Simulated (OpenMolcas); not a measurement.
## [BCl2]+ (SMILES Cl[B+]Cl): methods side by side

[BCl2]+: 3 atoms, total charge +1, spin state singlet. SMILES: `Cl[B+]Cl`. The shape is that of a GFN2-xTB optimisation.

```xyz
3

Cl   -1.2384    0.7665   -0.5913
B     0.0007    0.0014    0.0006
Cl    1.2376   -0.7678    0.5907
```

Each level gives the energy change with the B2–Cl3 bond stretched from 1.572 to 3.143 Å (eV). The values are calculated.

| level | kind | program | value (eV) | less FCI/STO-3G | CPU time (all runs) |
| --- | --- | --- | --- | --- | --- |
| HF/STO-3G (restricted) | Hartree–Fock | OpenMolcas | 7.29 | +2.43 | 3.3 s |
| B3LYP/STO-3G (restricted) | global hybrid | OpenMolcas | 6.13 | +1.27 | 8.5 s |
| PBE0/STO-3G (restricted) | global hybrid | OpenMolcas | 6.56 | +1.70 | 7.5 s |
| MP2/STO-3G (restricted) | perturbation theory | OpenMolcas | 6.26 | +1.40 | 3.5 s |
| CASPT2(2,2)/STO-3G | multireference | OpenMolcas | 4.98 | +0.12 | 4.8 s |
| ACPF/STO-3G (restricted) | coupled cluster or CI | OpenMolcas | 2.02 | -2.84 | 3.7 s |
| CISD/STO-3G (restricted) | coupled cluster or CI | OpenMolcas | 5.32 | +0.46 | 3.7 s |
| FCI/STO-3G | exact in the basis | OpenMolcas | 4.86 | 0.00 | 57 s |

FCI/STO-3G is exact within its basis and frozen core, so for wave-function methods in that basis the difference is their error; functionals converge differently with the basis, so for them it is only a difference. Spin-restricted single references rise too steeply as a bond breaks, Hartree–Fock most of all. Perturbation and coupled-cluster corrections on them can overshoot downwards. The first shape isn't each level's own minimum. The values span 2.02 to 7.29 eV. All rows use very small basis sets, so even the best lies far from the true value. CPU times are rough (shared hosts, several kinds of processor): they show what a rung costs within a factor of a few.
